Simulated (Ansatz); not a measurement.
Rock-salt HfN was calculated with LDA in Ansatz (PAW).

The input as run:

Ansatz 0.2 input:
```yaml
crystal:
  lattice:
    - [0.0, 2.2486401744, 2.2486401744]
    - [2.2486401744, 0.0, 2.2486401744]
    - [2.2486401744, 2.2486401744, 0.0]
  atoms:
    - { symbol: Hf, position: [0.0, 0.0, 0.0] }
    - { symbol: N, position: [0.5, 0.5, 0.5] }
basis:
  ecutwfc: 520
  ecutrho_ratio: 4
  xc_grid: 2
kpoints:
  mp_grid: { grid: [22, 22, 22] }
hamiltonian:
  xc: lda
  dispersion: none
  pseudopotentials: { kind: paw }
scf:
  occupations: { method: fermi_dirac, width: 0.05 }
  convergence: { dr2_threshold: 0.0000000002 }
output:
  forces: true
  stress: true
  eigenvalues: true
```

The run printed, among other lines:

```
Crystal: 2 atoms, lattice volume = 22.740 Å³
Basis set: ecut = 520 eV, 609 PW (Γ), exchange–correlation on 48×48×48 points (8 copies of the dense FFT grid, shifted against one another)
Bands: 20, of which v1, the nominal top of the filled ones, is band 16 counted from 1 (15 counted from 0)
Symmetry: 48 space group operations
Space group: Fm-3m (ITA 225), of the structure as read, at distance tolerance 2.8e-5 Å
k-points: 328 of 10648
Functional: x = slater, c = lda
SCF iter   1: F=—  HF=-15854.651911 eV  |F-HF|=—  |Δ(HF+E_count)|=         —  Δρ=7.28e-3  dr2=9.19e-3
SCF iter   2: F=—  HF=-15854.649686 eV  |F-HF|=—  |Δ(HF+E_count)|=   2.23e-3  Δρ=3.32e-3  dr2=1.12e-3
  ...
SCF iter   7: F=—  HF=-15854.649374 eV  |F-HF|=—  |Δ(HF+E_count)|=   1.69e-8  Δρ=2.41e-6  dr2=5.40e-10
SCF iter   8: F=-15854.649374 eV  HF=-15854.649374 eV  |F-HF|=1.46e-11  |Δ(HF+E_count)|=  1.93e-10  Δρ=3.05e-7  dr2=1.98e-11
SCF 1 converged in 8 iterations: F = -15854.649374 eV  dr2 = 1.98e-11
SCF converged after 8 iterations
Free energy (F): -15854.649374 eV
Internal energy: -15854.644485 eV  (E = F + TS)
E sigma→0 (E₀):  -15854.646929 eV
Fermi energy:    23.821084 eV
--- Forces (eV/Å), atoms counted from 1 ---
  atom   1  Hf    -0.00000000     0.00000000     0.00000000
  atom   2  N      0.00000000    -0.00000000    -0.00000000
--- Stress (GPa, compression-positive) ---
       -5.722390       0.000000       0.000000
        0.000000      -5.722390      -0.000000
       -0.000000      -0.000000      -5.722390
  P = ⅓ Tr σ = -5.7224 GPa (-57.224 kbar)
```

The cell is one volume of an energy–volume scan, off the minimum.

The PAW data were made under PBE.

It cost around 9 core-seconds (rough) of CPU time.

Ansatz is a first-principles code.
